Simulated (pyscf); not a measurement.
Elementary routes open to `[PH2]` [doublet] + `[SiH3][SiH3]` in the gas phase (doublet surface):
A. `[PH3]` + `[SiH2][SiH3]` [doublet] (H–Si broken; H–P formed)
B. `[SiH3][PH2]` + `[SiH3]` [doublet] (Si–Si broken; P–Si formed)

Single points on ωB97X-D3(BJ)/def2-SVP structures (PySCF, gas phase).

Question: Rank the routes by free-energy barrier at 900 K, lowest first, for ωB97M-D3(BJ)/def2-TZVP energies (ideal gas, 1 atm, RRHO with modes under 100 cm⁻¹ raised to 100, one conformer, R ln 2 for chiral ones without a mode under 150 cm⁻¹).

Answer: A (32.5 kcal/mol), B (40.2 kcal/mol)

Route A is the fastest of these, ahead of the next by 7.7 kcal/mol. The most stable products are those of B (ΔG = +2.8 kcal/mol), whose barrier is 7.7 kcal/mol higher: the kinetic and the thermodynamic product differ. At 298 K A is still the fastest. Only these routes are compared; each barrier is that of the saddle found, and lower ones may exist.
